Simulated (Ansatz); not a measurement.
# The cluster W₃+: geometry, orbitals and charge

Aim: characterise the cluster W₃+ as a doublet: its structure, frontier levels and distribution of charge and spin.

The runs use Ansatz 0.2.0, Gaussian basis; UKS PBE0-D4/def2-TZVP.

Plan: relaxation at PBE0-D4/def2-TZVP; a single point at PBE0-D4/def2-TZVP.

1 further run of the same task is left out (set aside as unsound or not needed). Runs told in other sessions of the task aren't counted.

## 1. Starting geometry

3 atoms, charge 1, spin multiplicity 2.

Atoms are counted from 1 here; the program's logs count them from 0.

Bond lengths: W1–W2 3.289 Å, W1–W3 3.359 Å, W2–W3 3.214 Å. Angles: W2–W1–W3 57.8°, W1–W2–W3 62.2°, W1–W3–W2 60.0°.

Geometry (Å):

```xyz
3
W3
W     2.1767    0.9277    2.3836
W     1.2533    2.9593   -0.0319
W     0.0000    0.0000    0.0000
```

W takes a core potential in the def2 sets. No spin-orbit coupling is included. The ion is computed in the gas phase, without counter-ions or solvent.

The start is a random packing geometry.

## 2. Optimising with PBE0-D4/def2-TZVP

The input, in.yaml:

```yaml
crystal:
  periodic: [false, false, false]
  atoms:
    - {symbol: W, position_ang: [2.176700, 0.927700, 2.383600]}
    - {symbol: W, position_ang: [1.253300, 2.959300, -0.031900]}
    - {symbol: W, position_ang: [0.000000, 0.000000, 0.000000]}
basis:
  gaussian: {orbitals: def2-TZVP}
total_charge: 1
magnetization: {spin_polarized: true, initial_magnetization: 1}
hamiltonian: {xc: pbe0, dispersion: d4}
scf: {lower_state_search: "off"}
output: {orbitals: {seedname: orbitals}}
relax: {f_tol: 0.02, max_steps: 100}
```

Run with:

```sh
$ ansatz run in.yaml --threads 4 --pin off --events-out ev --progress --plain --max-ram 3916MiB
```

After this run come: Single point, PBE0-D4/def2-TZVP.

Q: Predict the results of all the runs planned. Wanted: point group; commonest bond; HOMO, LUMO at PBE0-D4/def2-TZVP; ⟨S²⟩.

The runs gave:

```
                                         quantity                          value
                                      point group                            C2v
                                   commonest bond  W–W, 3 of mean length 2.300 Å
HOMO, LUMO at PBE0-D4/def2-TZVP (over both spins)                -9.50, -7.04 eV
                                             ⟨S²⟩                          1.547
```

What this shows: The molecule keeps its bonding pattern by the stored test; the atoms moved 0.57 Å (rms). No usable vibrations, so a minimum isn't proven. The alpha HOMO lies nearest to W1, W3 about 48 % each and the alpha LUMO to W2 48 %; W1, W3 about 26 % each. Doubts on the single point: spin contamination. Whether this spin is the lowest isn't tested here.
